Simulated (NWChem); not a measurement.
System: phosphine (PH3); SMILES P

Input file for NWChem:

```
start job
memory heap 200 mb stack 900 mb global 1100 mb
geometry units angstroms
  P      0.000000     0.000000     0.138041
  H      0.404904    -1.125274    -0.643619
  H     -1.176967     0.211980    -0.643619
  H      0.772064     0.913294    -0.643619
end
basis spherical
  * library def2-svp
end
dft
  xc xpbe96 cpbe96
  iterations 150
end
driver
  maxiter 120
end
task dft optimize
task dft freq
```

Parts of the log:

```
             Northwest Computational Chemistry Package (NWChem) 7.3.0
             --------------------------------------------------------

 C3V symmetry detected

                             Geometry "geometry" -> ""
                             -------------------------

 Output coordinates in angstroms (scale by  1.889725989 to convert to a.u.)

  No.       Tag          Charge          X              Y              Z
 ---- ---------------- ---------- -------------- -------------- --------------
    1 P                   15.0000    -0.00000000    -0.00000000     0.13027667
    2 H                    1.0000     0.84563235     0.84563235    -0.65138333
    3 H                    1.0000     0.30952292    -1.15515527    -0.65138333
    4 H                    1.0000    -1.15515527     0.30952292    -0.65138333

 Effective nuclear repulsion energy (a.u.)      17.4340134458

      Symmetry information
      --------------------

 Group name             C3v
 Group number             17
 Group order               6
 No. of unique centers     2

                                Z-matrix (autoz)
                                --------

 Units are Angstrom for bonds and degrees for angles

      Type          Name      I     J     K     L     M      Value
      ----------- --------  ----- ----- ----- ----- ----- ----------
    1 Stretch                  1     2                       1.42870
    2 Stretch                  1     3                       1.42870
    3 Stretch                  1     4                       1.42870
    4 Bend                     2     1     3                92.92340
    5 Bend                     2     1     4                92.92340
    6 Bend                     3     1     4                92.92340
    7 Torsion                  2     1     3     4         -93.08065
    8 Torsion                  2     1     4     3          93.08065
    9 Torsion                  3     1     2     4          93.08065
   10 Torsion                  2     4     1     3         -93.08065
   11 Torsion                  3     2     1     4         -93.08065
   12 Torsion                  2     3     1     4          93.08065

  pbe96 is a nonlocal functional; adding pw91lda local functional.

                           NWChem Geometry Optimization
                           ----------------------------

 maximum gradient threshold         (gmax) =   0.000450
 rms gradient threshold             (grms) =   0.000300
 maximum cartesian step threshold   (xmax) =   0.001800
 rms cartesian step threshold       (xrms) =   0.001200
 fixed trust radius                (trust) =   0.300000
 source of zmatrix                         =   autoz

          -------------------
          Energy Minimization
          -------------------

 Using diagonal initial Hessian
 Scaling for Hessian diagonals: bonds = 1.00  angles = 0.25  torsions = 0.10

          --------
          Step   0

                                 NWChem DFT Module
                                 -----------------

 Summary of "ao basis" -> "ao basis" (spherical)
 ------------------------------------------------------------------------------
       Tag                 Description            Shells   Functions and Types
 ---------------- ------------------------------  ------  ---------------------
 P                          def2-svp                 8       18   4s3p1d
 H                          def2-svp                 3        5   2s1p

      Symmetry analysis of basis
      --------------------------

        a1         12
        a2          1
        e          20

  Rotation of axis

            General Information
            -------------------
          SCF calculation type: DFT
          Wavefunction type:  closed shell.
          No. of atoms     :     4
          No. of electrons :    18
           Alpha electrons :     9
            Beta electrons :     9
          Charge           :     0
          Spin multiplicity:     1
          Use of symmetry is: on ; symmetry adaption is: on
          Maximum number of iterations: 150
          AO basis - number of functions:    33
                     number of shells:    17
          Convergence on energy requested:  1.00D-06
          Convergence on density requested:  1.00D-05
          Convergence on gradient requested:  5.00D-04

              XC Information
              --------------
          PerdewBurkeErnzerhof Exchange Functional  1.000
            Perdew 1991 LDA Correlation Functional  1.000 local
           PerdewBurkeErnz. Correlation Functional  1.000 non-local

             Grid Information
             ----------------
          Grid used for XC integration:  medium
          Radial quadrature: Mura-Knowles
          Angular quadrature: Lebedev.
          Tag              B.-S. Rad. Rad. Pts. Rad. Cut. Ang. Pts.
          ---              ---------- --------- --------- ---------
          P                   1.00       88           7.0       590
          H                   0.35       45           7.0       434
          Grid pruning is: on
          Number of quadrature shells:   133
          Spatial weights used:  Erf1

      Superposition of Atomic Density Guess
      -------------------------------------

 Sum of atomic energies:        -342.03549735

      Non-variational initial energy
      ------------------------------

 Total energy =    -342.230065
 1-e energy   =    -507.143573
 2-e energy   =     147.479494
 HOMO         =      -0.308450
 LUMO         =       0.106721

      Symmetry analysis of molecular orbitals - initial
      -------------------------------------------------

  Numbering of irreducible representations:

     1 a1          2 a2          3 e

  Orbital symmetries:

     1 a1          2 a1          3 e           4 e           5 a1
     6 a1          7 e           8 e           9 a1         10 e
    11 e          12 a1         13 e          14 e          15 a1
    16 a1         17 e          18 e          19 a1

   convergence    iter        energy       DeltaE   RMS-Dens  Diis-err
 ---------------- ----- ----------------- --------- --------- ---------
 d= 0,ls=0.0,diis     1   -342.8494808429 -3.60D+02  1.00D-02  1.11D-01
 d= 0,ls=0.0,diis     2   -342.8589936609 -9.51D-03  4.64D-03  1.07D-02
 d= 0,ls=0.0,diis     3   -342.8608468138 -1.85D-03  1.18D-03  1.83D-03
 d= 0,ls=0.0,diis     4   -342.8612077847 -3.61D-04  3.83D-04  4.75D-05
 d= 0,ls=0.0,diis     5   -342.8612161424 -8.36D-06  8.24D-05  4.45D-06
 d= 0,ls=0.0,diis     6   -342.8612168711 -7.29D-07  2.31D-06  4.48D-09

         Total DFT energy =     -342.861216871111
      One electron energy =     -508.135152508491
           Coulomb energy =      171.970319858302
    Exchange-Corr. energy =      -24.130397666711
 Nuclear repulsion energy =       17.434013445788

 Numeric. integr. density =       17.999993057473

                  Occupations of the irreducible representations
                  ----------------------------------------------

                     irrep           alpha         beta
                     --------     --------     --------
                     a1                5.0          5.0
                     a2                0.0          0.0
                     e                 4.0          4.0

                       DFT Final Molecular Orbital Analysis
                       ------------------------------------

 Vector    7  Occ=2.000000D+00  E=-3.417293D-01  Symmetry=e
              MO Center= -3.1D-01, -1.5D-01, -3.3D-01, r^2= 1.8D+00
   Bfn.  Coefficient  Atom+Function         Bfn.  Coefficient  Atom+Function
  ----- ------------  ---------------      ----- ------------  ---------------
    29      0.347584  4 H  s                 24     -0.283314  3 H  s
     8     -0.266513  1 P  px                11     -0.227940  1 P  px
     9      0.186569  1 P  py                30      0.173010  4 H  s
    12      0.159566  1 P  py                 5      0.153169  1 P  px
    25     -0.141020  3 H  s                  6     -0.107224  1 P  py

 Vector    8  Occ=2.000000D+00  E=-3.417293D-01  Symmetry=e
              MO Center=  3.1D-01,  1.5D-01, -3.3D-01, r^2= 1.8D+00
   Bfn.  Coefficient  Atom+Function         Bfn.  Coefficient  Atom+Function
  ----- ------------  ---------------      ----- ------------  ---------------
    19      0.364249  2 H  s                  9      0.266513  1 P  py
    24     -0.237784  3 H  s                 12      0.227940  1 P  py
     8      0.186569  1 P  px                20      0.181306  2 H  s
    11      0.159566  1 P  px                 6     -0.153169  1 P  py
    29     -0.126465  4 H  s                 25     -0.118357  3 H  s

[...]

      ----------------------
      Optimization converged
      ----------------------

  Step       Energy      Delta E   Gmax     Grms     Xrms     Xmax
  ---- ---------------- -------- -------- -------- -------- --------
@    3    -342.86142090 -3.0D-07  0.00002  0.00001  0.00040  0.00073
                                     ok       ok       ok       ok

                                Z-matrix (autoz)
                                --------

 Units are Angstrom for bonds and degrees for angles

      Type          Name      I     J     K     L     M      Value     Gradient
      ----------- --------  ----- ----- ----- ----- ----- ---------- ----------
    1 Stretch                  1     2                       1.44152    0.00002
    2 Stretch                  1     3                       1.44152    0.00002
    3 Stretch                  1     4                       1.44152    0.00002
    4 Bend                     2     1     3                92.08556    0.00000
    5 Bend                     2     1     4                92.08556    0.00000
    6 Bend                     3     1     4                92.08556    0.00000
    7 Torsion                  2     1     3     4         -92.16436   -0.00000
    8 Torsion                  2     1     4     3          92.16436    0.00000
    9 Torsion                  3     1     2     4          92.16436    0.00000
   10 Torsion                  2     4     1     3         -92.16436   -0.00000
   11 Torsion                  3     2     1     4         -92.16436   -0.00000
   12 Torsion                  2     3     1     4          92.16436    0.00000

                         Geometry "geometry" -> "geometry"
                         ---------------------------------

 Output coordinates in angstroms (scale by  1.889725989 to convert to a.u.)

  No.       Tag          Charge          X              Y              Z
 ---- ---------------- ---------- -------------- -------------- --------------
    1 P                   15.0000     0.00000000     0.00000000     0.14508489
    2 H                    1.0000     0.84727252     0.84727252    -0.65631941
    3 H                    1.0000     0.31012327    -1.15739579    -0.65631941
    4 H                    1.0000    -1.15739579     0.31012327    -0.65631941

 Effective nuclear repulsion energy (a.u.)      17.2842441272

      Symmetry information
      --------------------

 Group name             C3v
 Group number             17
 Group order               6
 No. of unique centers     2

                Final and change from initial internal coordinates
                --------------------------------------------------

                                Z-matrix (autoz)
                                --------

 Units are Angstrom for bonds and degrees for angles

      Type          Name      I     J     K     L     M      Value       Change
      ----------- --------  ----- ----- ----- ----- ----- ---------- ----------
    1 Stretch                  1     2                       1.44152    0.01282
    2 Stretch                  1     3                       1.44152    0.01282
    3 Stretch                  1     4                       1.44152    0.01282
    4 Bend                     2     1     3                92.08556   -0.83784
    5 Bend                     2     1     4                92.08556   -0.83784
    6 Bend                     3     1     4                92.08556   -0.83784
    7 Torsion                  2     1     3     4         -92.16436    0.91629
    8 Torsion                  2     1     4     3          92.16436   -0.91629
    9 Torsion                  3     1     2     4          92.16436   -0.91629
   10 Torsion                  2     4     1     3         -92.16436    0.91629
   11 Torsion                  3     2     1     4         -92.16436    0.91629
   12 Torsion                  2     3     1     4          92.16436   -0.91629

 ==============================================================================
                                internuclear distances
 ------------------------------------------------------------------------------
       center one      |      center two      | atomic units |  angstroms
 ------------------------------------------------------------------------------
    2 H                |   1 P                |     2.72408  |     1.44152
    3 H                |   1 P                |     2.72408  |     1.44152
    4 H                |   1 P                |     2.72408  |     1.44152
 ------------------------------------------------------------------------------
                         number of included internuclear distances:          3
 ==============================================================================

[...]

 Rotational Constants
 --------------------
 A=   4.279061 cm-1  (  6.156476 K)
 B=   4.279061 cm-1  (  6.156476 K)
 C=   3.883448 cm-1  (  5.587290 K)

 Temperature                      =   298.15K
 frequency scaling parameter      =   1.0000

 Zero-Point correction to Energy  =   14.489 kcal/mol  (  0.023090 au)
 Thermal correction to Energy     =   16.324 kcal/mol  (  0.026014 au)
 Thermal correction to Enthalpy   =   16.917 kcal/mol  (  0.026958 au)

 Total Entropy                    =   50.311 cal/mol-K
   - Translational                =   36.486 cal/mol-K (mol. weight =  33.9972)
   - Rotational                   =   13.591 cal/mol-K (symmetry #  =        3)
   - Vibrational                  =    0.234 cal/mol-K

 Cv (constant volume heat capacity) =    6.952 cal/mol-K
   - Translational                  =    2.979 cal/mol-K
   - Rotational                     =    2.979 cal/mol-K
   - Vibrational                    =    0.993 cal/mol-K

[normal modes left out]

 ----------------------------------------------------------------------------
 Normal Eigenvalue ||           Projected Infra Red Intensities
  Mode   [cm**-1]  || [atomic units] [(debye/angs)**2] [(KM/mol)] [arbitrary]
 ------ ---------- || -------------- ----------------- ---------- -----------
    1       -0.000 ||    0.007261           0.168         7.079       3.573
    2       -0.000 ||    0.000184           0.004         0.179       0.090
    3       -0.000 ||    0.000180           0.004         0.175       0.088
    4       -0.000 ||    0.000124           0.003         0.121       0.061
    5        0.000 ||    0.000530           0.012         0.516       0.261
    6        0.000 ||    0.007678           0.177         7.485       3.778
    7      982.548 ||    0.026437           0.610        25.772      13.007
    8     1084.611 ||    0.011922           0.275        11.622       5.866
    9     1084.658 ||    0.011921           0.275        11.621       5.865
   10     2315.289 ||    0.035998           0.830        35.092      17.711
   11     2336.610 ||    0.070830           1.634        69.049      34.849
   12     2336.649 ||    0.070834           1.634        69.052      34.851
 ----------------------------------------------------------------------------
```

Level: PBE/def2-SVP.
